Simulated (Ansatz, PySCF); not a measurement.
This PySCF input computes a CCSD(T)/cc-pVDZ energy:

```python
from pyscf import gto, scf, mp, cc as ccmod

mol = gto.M(
    atom='''
    C     0.24243516   -0.19849135   -1.22253028
    C    -0.03825523   -0.01277160    0.02051421
    H    -0.23057535   -0.63963619   -2.07626433
    O    -0.12431303    0.23840173    1.16104509
    ''',
    basis='cc-pvdz',
    charge=0,
    spin=1,
    verbose=4,
)

mf = scf.UHF(mol)
mf.conv_tol = 1e-10
mf.max_cycle = 100
mf.kernel()
mo, _, stable, _ = mf.stability(return_status=True)
if not stable:
    mf.kernel(mf.make_rdm1(mo, mf.mo_occ))
mp2 = mp.MP2(mf, frozen=3).run()
cc = ccmod.CCSD(mf, frozen=3)
cc.max_cycle = 100
cc.kernel()
et = cc.ccsd_t()
print(f'E(CCSD(T)) = {cc.e_tot + et:.9f}')
```

Write an input for the same energy in Ansatz (an electronic-structure program) and say what it gives.


Ansatz 0.2 input:
```yaml
crystal:
  periodic: [false, false, false]
  atoms:
    - {symbol: C, position_ang: [0.24243516, -0.19849135, -1.22253028]}
    - {symbol: C, position_ang: [-0.03825523, -0.01277160, 0.02051421]}
    - {symbol: H, position_ang: [-0.23057535, -0.63963619, -2.07626433]}
    - {symbol: O, position_ang: [-0.12431303, 0.23840173, 1.16104509]}
basis:
  gaussian:
    orbitals: cc-pVDZ
magnetization: {spin_polarized: true, initial_magnetization: 1}
correlation: {method: ccsd_t, electrons: outside_noble_gas}
```
It gives -151.53755 Eh, and PySCF -151.53755 Eh, a difference of 0.00 mEh.

It need not be the lowest isomer of its formula.
